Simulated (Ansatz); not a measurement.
`N#C[SiH2]`, charge 0, multiplicity 2.

(1) Give a relaxed structure at PBE0-D4/def2-TZVP (the Gaussian-basis code of Ansatz). (Estimate.)

Answers

(1) The calculation gave: 
Cartesian coordinates in Å:
```
N 0.387 -1.947 -1.036
C 0.116 -0.939 -0.542
Si -0.428 0.657 0.171
H -0.596 0.508 1.634
H 0.521 1.721 -0.227
```
Point group Cs.
